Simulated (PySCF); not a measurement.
**SiC⁺: input and log**

State: ²Π (doublet), unpaired electrons π ↑, a second solution, started from another occupation.

An equivalent input (the run itself took its basis sets from the Basis Set Exchange, started from a PBE0 density and held the occupation σ 7α 7β, πx 2α 1β, πy 1α 1β):

```python
from pyscf import gto, dft
mol = gto.M(atom='Si 0 0 0; C 0 0 1.82', basis={'Si': 'def2-TZVP', 'C': 'def2-TZVP'},
            charge=1, spin=1, verbose=4, symmetry='C2v')
mf = dft.UKS(mol, xc='PBE0')
mf.grids.atom_grid = (80, 434)
mf.grids.prune = dft.gen_grid.treutler_prune
mf.irrep_nelec = {'A1': (7, 7), 'B1': (2, 1), 'B2': (1, 1)}
mf.conv_tol = 1e-9
mf.max_cycle = 60
mf.diis_space = 10
mf.kernel()
```

The log (some set-up lines and the per-cycle HOMO/LUMO lines removed):

```
******** <class 'pyscf.dft.uks_symm.SymAdaptedUKS'> ********
method = SymAdaptedUKS
damping factor = 0
level_shift factor = 0
DIIS = <class 'pyscf.scf.diis.CDIIS'>
diis_start_cycle = 1
diis_space = 10
diis_damp = 0
SCF conv_tol = 1e-09
SCF conv_tol_grad = None
SCF max_cycles = 60
number electrons alpha = 10  beta = 9
Set gradient conv threshold to 3.16228e-05
init E= -326.824921023414
cycle= 1 E= -326.825494522501  delta_E= -0.000573  |g|= 0.00679  |ddm|= 0.0306
cycle= 2 E= -326.825517067922  delta_E= -2.25e-05  |g|= 0.00269  |ddm|= 0.00969
cycle= 3 E= -326.82552008775  delta_E= -3.02e-06  |g|= 0.000424  |ddm|= 0.00324
cycle= 4 E= -326.825520192883  delta_E= -1.05e-07  |g|= 0.000284  |ddm|= 0.000776
cycle= 5 E= -326.825520250427  delta_E= -5.75e-08  |g|= 3.6e-05  |ddm|= 0.000319
cycle= 6 E= -326.825520252605  delta_E= -2.18e-09  |g|= 1.09e-05  |ddm|= 8.49e-05
cycle= 7 E= -326.825520252776  delta_E= -1.71e-10  |g|= 2.08e-06  |ddm|= 2.82e-05
Extra cycle  E= -326.825520252779  delta_E= -3.01e-12  |g|= 1.08e-06  |ddm|= 3.3e-06
converged SCF energy = -326.825520252779  <S^2> = 0.75328655  2S+1 = 2.0032839
```

Repeating this along the bond gives Re = 2.005 Å and ωe = 641 cm⁻¹.

A point of this curve took 1.4 CPU seconds beside 0.25 for the integrals, on Intel Xeon Platinum 8259CL @ 2.50GHz (shared host).
